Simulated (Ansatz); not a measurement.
Cartesian coordinates in Å:
```
Si -0.175 0.016 0.288
H 1.261 -0.125 0.642
H -0.424 1.276 -0.460
H -0.662 -1.166 -0.470
```

Charge 0, multiplicity 2.

(1) List the r2SCAN/def2-TZVPP orbital energies in eV (the Gaussian-basis code of Ansatz). (Best estimate.)

Answers

(1) Computed: α occupied: -1791.30, -141.74, -96.73, -96.57, -96.57, -13.88, -9.08, -9.08, -5.67. α empty: 0.51, 0.51, 0.77, 3.94, 4.33, 4.33, 4.83, 4.83. β occupied: -1791.19, -141.66, -96.48, -96.48, -96.47, -13.21, -8.92, -8.92. β empty: -2.95, 1.12, 1.12, 1.38, 5.08, 5.08, 5.08, 5.26. ⟨S²⟩ = 0.755.
